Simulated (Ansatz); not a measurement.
Calculated with Ansatz (gas phase, PBE0-D4/def2-TZVP geometries, no zero-point term in ΔE). CCSD(T)/CBS adds triple-zeta CCSD(T) − MP2 to the extrapolated MP2 energy (def2 sets, frozen cores). This one scheme is used for every species. Functionals use def2-TZVPP. B3LYP here is the variant with VWN-RPA as its local correlation; programs differ in this.

Reaction (hydrogenolysis of a C–C bond): `CNC#CCF` + H₂ → `C#CNC` + `CF`

```json
{"level": "PBE0", "ΔE (kcal/mol)": "-8.1"}
{"level": "B3LYP", "ΔE (kcal/mol)": "-9.3"}
{"level": "MP2/def2-TZVPP", "ΔE (kcal/mol)": "-8.5"}
{"level": "SCS-MP2/def2-QZVPP", "ΔE (kcal/mol)": "-9.9"}
```

(1) What does CCSD(T)/CBS give? (Best estimate.)

Largest T1 diagnostic among the species: 0.012.

## Answers

(1) Ansatz gave: -9.7 kcal/mol. The listed levels differ from it by 1.6, 0.4, 1.2, -0.2 kcal/mol.

From PBE to PBE0 (25 % exact exchange), in def2-TZVPP and without D4, ΔE moves by −1.7 kcal/mol. In def2-TZVPP, CCSD(T) changes the Hartree–Fock value by +4.4 kcal/mol (the triples alone add +1.1 kcal/mol) and MP2 by +5.6 kcal/mol. The D4 term adds +1.3 kcal/mol with B3LYP and +0.7 kcal/mol with PBE0; it sums over pairs of atoms, weighted by their polarisabilities, and B3LYP, whose exchange is more repulsive, gets the larger term.
